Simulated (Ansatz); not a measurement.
Ansatz (a quantum-chemistry and plane-wave program) input (B3LYP-D3(BJ)/def2-TZVP):

Ansatz 0.2 input:
```yaml
crystal:
  periodic: [false, false, false]
  atoms:
    - {symbol: Si, position_ang: [-0.00000000, -0.00000000, -0.55379892]}
    - {symbol: O, position_ang: [0.00000000, 0.00000000, 0.96914810]}
basis:
  gaussian:
    orbitals: def2-TZVP
hamiltonian:
  xc: b3lyp
  dispersion: d3bj
total_charge: 1
magnetization: {spin_polarized: true, initial_magnetization: 1}
phonons: {temperatures: {t_min: 298.15, t_max: 298.15, t_step: 100}}
```

Output:

```
Functional definition: B3LYP
integrals: 0.01 GiB planned
412 factors; their error is unknown
mean field: 0.17 GiB planned
mean field evaluation 1: about -9884.1211 eV, gradient 9.0e1 eV
mean field evaluation 2: about -9664.0897 eV, gradient 1.5e2 eV
mean field evaluation 4: about -9913.6406 eV, gradient 1.7e1 eV
mean field evaluation 8: about -9914.8634 eV, gradient 9.7e-2 eV
mean field evaluation 16: about -9914.8925 eV, gradient 7.1e-5 eV
mean field -9914.89250055 eV, -364.3655788397 hartree, gradient 7.5e-6 eV, S^2 0.759113; 1 other end points of the search recorded, 0 dependent functions left out
the calculation of the forces begins
reference -9914.89266822 eV, -364.3655850013 hartree; 11, 10 occupied and 57, 58 virtual orbitals, 412 factors
these checks for a lower state are left out or cut short: stability, starts, cluster_reference, orbital_swaps, neighbouring_geometries, increment
integrals: 0.01 GiB planned
412 factors; their error is unknown
mean field: 0.17 GiB planned
mean field evaluation 32: about -9914.8925 eV, gradient 1.0e-6 eV
mean field -9914.89250055 eV, -364.3655788397 hartree, gradient 5.4e-7 eV, S^2 0.759113; 0 other end points of the search recorded, 0 dependent functions left out
the calculation of the forces begins
reference -9914.89266822 eV, -364.3655850014 hartree; 11, 10 occupied and 57, 58 virtual orbitals, 412 factors
these checks for a lower state are left out or cut short: stability, starts, cluster_reference, orbital_swaps, neighbouring_geometries, increment
integrals: 0.01 GiB planned
412 factors; their error is unknown
mean field: 0.17 GiB planned
mean field -9914.89250055 eV, -364.3655788397 hartree, gradient 5.4e-7 eV, S^2 0.759113; 0 other end points of the search recorded, 0 dependent functions left out
the calculation of the forces begins
reference -9914.89266822 eV, -364.3655850014 hartree; 11, 10 occupied and 57, 58 virtual orbitals, 412 factors
these checks for a lower state are left out or cut short: stability, starts, cluster_reference, orbital_swaps, neighbouring_geometries, increment
integrals: 0.01 GiB planned
412 factors; their error is unknown
mean field: 0.17 GiB planned
mean field -9914.89250055 eV, -364.3655788397 hartree, gradient 5.4e-7 eV, S^2 0.759113; 0 other end points of the search recorded, 0 dependent functions left out
the calculation of the forces begins
reference -9914.89266822 eV, -364.3655850014 hartree; 11, 10 occupied and 57, 58 virtual orbitals, 412 factors
these checks for a lower state are left out or cut short: stability, starts, cluster_reference, orbital_swaps, neighbouring_geometries, increment
integrals: 0.01 GiB planned
412 factors; their error is unknown
mean field: 0.17 GiB planned
mean field -9914.89250055 eV, -364.3655788397 hartree, gradient 5.4e-7 eV, S^2 0.759113; 0 other end points of the search recorded, 0 dependent functions left out
the calculation of the forces begins
reference -9914.89266822 eV, -364.3655850014 hartree; 11, 10 occupied and 57, 58 virtual orbitals, 412 factors
these checks for a lower state are left out or cut short: stability, starts, cluster_reference, orbital_swaps, neighbouring_geometries, increment
integrals: 0.01 GiB planned
412 factors; their error is unknown
mean field: 0.17 GiB planned
mean field -9914.89234625 eV, -364.3655731694 hartree, gradient 2.7e-6 eV, S^2 0.759037; 0 other end points of the search recorded, 0 dependent functions left out
the calculation of the forces begins
reference -9914.89251386 eV, -364.3655793290 hartree; 11, 10 occupied and 57, 58 virtual orbitals, 412 factors
these checks for a lower state are left out or cut short: stability, starts, cluster_reference, orbital_swaps, neighbouring_geometries, increment
integrals: 0.01 GiB planned
412 factors; their error is unknown
mean field: 0.17 GiB planned
mean field evaluation 64: about -9914.8636 eV, gradient 1.8e-4 eV
mean field -9914.89234952 eV, -364.3655732895 hartree, gradient 2.7e-6 eV, S^2 0.759190; 0 other end points of the search recorded, 0 dependent functions left out
the calculation of the forces begins
reference -9914.89251724 eV, -364.3655794532 hartree; 11, 10 occupied and 57, 58 virtual orbitals, 412 factors
these checks for a lower state are left out or cut short: stability, starts, cluster_reference, orbital_swaps, neighbouring_geometries, increment
integrals: 0.01 GiB planned
412 factors; their error is unknown
mean field: 0.17 GiB planned
mean field -9914.89250055 eV, -364.3655788397 hartree, gradient 5.4e-7 eV, S^2 0.759113; 0 other end points of the search recorded, 0 dependent functions left out
the calculation of the forces begins
reference -9914.89266822 eV, -364.3655850014 hartree; 11, 10 occupied and 57, 58 virtual orbitals, 412 factors
these checks for a lower state are left out or cut short: stability, starts, cluster_reference, orbital_swaps, neighbouring_geometries, increment
integrals: 0.01 GiB planned
412 factors; their error is unknown
mean field: 0.17 GiB planned
mean field -9914.89250055 eV, -364.3655788397 hartree, gradient 5.4e-7 eV, S^2 0.759113; 0 other end points of the search recorded, 0 dependent functions left out
the calculation of the forces begins
reference -9914.89266822 eV, -364.3655850014 hartree; 11, 10 occupied and 57, 58 virtual orbitals, 412 factors
these checks for a lower state are left out or cut short: stability, starts, cluster_reference, orbital_swaps, neighbouring_geometries, increment
integrals: 0.01 GiB planned
412 factors; their error is unknown
mean field: 0.17 GiB planned
mean field -9914.89250055 eV, -364.3655788397 hartree, gradient 5.4e-7 eV, S^2 0.759113; 0 other end points of the search recorded, 0 dependent functions left out
the calculation of the forces begins
reference -9914.89266822 eV, -364.3655850014 hartree; 11, 10 occupied and 57, 58 virtual orbitals, 412 factors
these checks for a lower state are left out or cut short: stability, starts, cluster_reference, orbital_swaps, neighbouring_geometries, increment
integrals: 0.01 GiB planned
412 factors; their error is unknown
mean field: 0.17 GiB planned
mean field evaluation 96: about -9914.8925 eV, gradient 1.0e-6 eV
mean field -9914.89250055 eV, -364.3655788397 hartree, gradient 5.4e-7 eV, S^2 0.759113; 0 other end points of the search recorded, 0 dependent functions left out
the calculation of the forces begins
reference -9914.89266822 eV, -364.3655850014 hartree; 11, 10 occupied and 57, 58 virtual orbitals, 412 factors
these checks for a lower state are left out or cut short: stability, starts, cluster_reference, orbital_swaps, neighbouring_geometries, increment
integrals: 0.01 GiB planned
412 factors; their error is unknown
mean field: 0.17 GiB planned
mean field -9914.89234952 eV, -364.3655732895 hartree, gradient 2.7e-6 eV, S^2 0.759190; 0 other end points of the search recorded, 0 dependent functions left out
the calculation of the forces begins
reference -9914.89251724 eV, -364.3655794532 hartree; 11, 10 occupied and 57, 58 virtual orbitals, 412 factors
these checks for a lower state are left out or cut short: stability, starts, cluster_reference, orbital_swaps, neighbouring_geometries, increment
integrals: 0.01 GiB planned
412 factors; their error is unknown
mean field: 0.17 GiB planned
mean field -9914.89234625 eV, -364.3655731694 hartree, gradient 2.7e-6 eV, S^2 0.759037; 0 other end points of the search recorded, 0 dependent functions left out
the calculation of the forces begins
reference -9914.89251386 eV, -364.3655793290 hartree; 11, 10 occupied and 57, 58 virtual orbitals, 412 factors
Total energy: -9914.92746765 eV, -364.3668638568 hartree
Atom 0 at    -0.000000    -0.000000    -0.553799 Å, force     0.000000    -0.000000     0.000043 eV/Å
Atom 1 at     0.000000     0.000000     0.969148 Å, force    -0.000000     0.000000    -0.000043 eV/Å
Dipole moment:     0.000000    -0.000000    -0.913425 e Å
Vibrations: 1141.66 cm⁻¹, zero-point energy 0.070774 eV
```
